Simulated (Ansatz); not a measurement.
Scan of [H···H···S], triplet

Starting geometry:

```yaml
atoms:
  - { symbol: H, position_ang: [0.0000, 0.0000, -1.1560] }
  - { symbol: H, position_ang: [0.0000, 0.0000, -0.4110] }
  - { symbol: S, position_ang: [0.0000, 0.0000, 1.5670] }
```

From there H2 is moved from one fragment to the other while all else, the fragments' distance too, stays fixed; atoms are numbered as listed. Energies are in kJ/mol, counted from the starting geometry at the same level. Kohn–Sham curves are unrestricted where that lies lower.

Basis cc-pVDZ; Ansatz 0.2.0. Correlated methods freeze the noble-gas cores.

Full CI is exact within this basis and frozen core; it isn't the basis-set limit.

| distance H1-H2 (Å) | wB97M-V |
| --- | --- |
| 0.693 | 7.7 |
| 0.745 | 0.0 |
| 0.830 | 6.3 |
| 0.916 | 24.8 |
| 1.001 | 45.3 |
| 1.087 | 60.8 |
| 1.172 | 67.8 |
| 1.258 | 68.7 |
| 1.343 | 70.4 |

Estimate the full CI curve in cc-pVDZ from this one, knowing how wB97M-V errs.

The computed full CI values, in kJ/mol from the starting point, and the error of wB97M-V against them:
```json
{"distance H1-H2 (Å)": "0.693", "full CI": "6.1", "wB97M-V less full CI": "1.6"}
{"distance H1-H2 (Å)": "0.745", "full CI": "0.0", "wB97M-V less full CI": "0.0"}
{"distance H1-H2 (Å)": "0.830", "full CI": "9.6", "wB97M-V less full CI": "-3.3"}
{"distance H1-H2 (Å)": "0.916", "full CI": "32.1", "wB97M-V less full CI": "-7.3"}
{"distance H1-H2 (Å)": "1.001", "full CI": "56.7", "wB97M-V less full CI": "-11.4"}
{"distance H1-H2 (Å)": "1.087", "full CI": "75.6", "wB97M-V less full CI": "-14.7"}
{"distance H1-H2 (Å)": "1.172", "full CI": "84.1", "wB97M-V less full CI": "-16.2"}
{"distance H1-H2 (Å)": "1.258", "full CI": "84.6", "wB97M-V less full CI": "-15.8"}
{"distance H1-H2 (Å)": "1.343", "full CI": "84.7", "wB97M-V less full CI": "-14.3"}
```

The error spans 17.8 kJ/mol and is largest, -16.2 kJ/mol, at 1.172 Å.

In so small a basis the reference is far from its limit while semilocal and hybrid functionals are nearer theirs, so the functionals' errors here hold much of the reference's basis and frozen-core error, which can add to them or hide them.
